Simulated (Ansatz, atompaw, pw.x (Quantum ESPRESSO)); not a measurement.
## Equation-of-state test of one PAW (atompaw) potential (holmium)

Ho, PAW, made with atompaw 4.2.0.5 (PBEsol, scalar-relativistic). Core [Kr] 4d10, reference 4f11 5s2 5p6 5d0 6s2 6p0. Waves: 5s (bound); 6s (bound); 5p (bound); 6p (bound, empty); 5d (bound, empty); 5d channel at 1.6 Ry; 4f (bound); 4f channel at 0.05 Ry. Local part: vpsmatchnc scheme with l = 4 at 0 Ry, radius 2.80 bohr. Core correction: smooth core density matched at 1.65 bohr. Augmentation charge: besselshape compensation charge, radius 2.85 bohr; PAW radius 3.00 bohr; waves and projectors: bloechl.

Atomic tests: cutoffs needed: 35 Ry and 45 Ry (the cutoffs (Ry, on a coarse ladder) from which the occupation-weighted sum of valence levels, in a spherical-Bessel basis at the reference potential, stays within 10 and 1 mRy of its value at 400 Ry); ghost test: no extra level below or beside the all-electron valence levels (s, p, d, f tested) (spherical-Bessel basis up to 400 Ry, 20 bohr box); lowest eigenvalue of the overlap operator: 0.35 (s channel).

Crystal test: fcc Ho in pw.x 7.5, no spin, 11³ k-points, Fermi–Dirac smearing 0.01 Ry, cutoffs 55/550 Ry. The reference is all-electron LAPW (Ansatz 0.2.0) with the same functional, mesh and smearing; V0 and B0 come from Birch–Murnaghan fits to the pressures at five volumes. Errors are pseudo minus all-electron; Δ is the rms difference of the E(V) curves that follow from these fits, minima aligned, over ±6 % about the mean V0. Mesh and smearing are coarse, so the numbers serve the comparison and aren't converged zero-temperature values; the lattice is a test structure that the element need not adopt. Spin polarisation and strong correlation are left out, which matters for this element.

All-electron: a0 = 5.012 Å (V0 = 31.47 Å³/atom), B0 = 18.1 GPa.

**Question.** How far does the potential miss the all-electron equation of state?

**Answer.** mean pressure error (GPa): +0.82; a0 (Å): 5.084; a0 error (%): +1.44; B0 error (%): +5.6; Δ (meV/atom): 5.5. This is a poor potential for the solid.

```
V (Å³/atom)  P all-electron (GPa)  P pseudo (GPa)
     29.891                  1.01            1.90
     30.677                  0.48            1.34
     31.464                  0.00            0.87
     32.251                 -0.43            0.34
     33.037                 -0.82           -0.11
```

**Question.** At the middle volume, how do free energy and pressure move when the wave cutoff is lowered (ecutrho held at 550 Ry)?

**Answer.**

```tsv
cutoff (Ry)	shift of F (meV/atom)	shift of P (GPa)
25	+1446.3	-26.61
33	+241.7	-5.96
44	+18.9	-0.61
```

The run at the middle volume (56 k-points, 25 iterations) took about 53 s on one core of a shared host (AMD EPYC 9R45 96-Core Processor, 96 threads, 376 GiB, load 28).
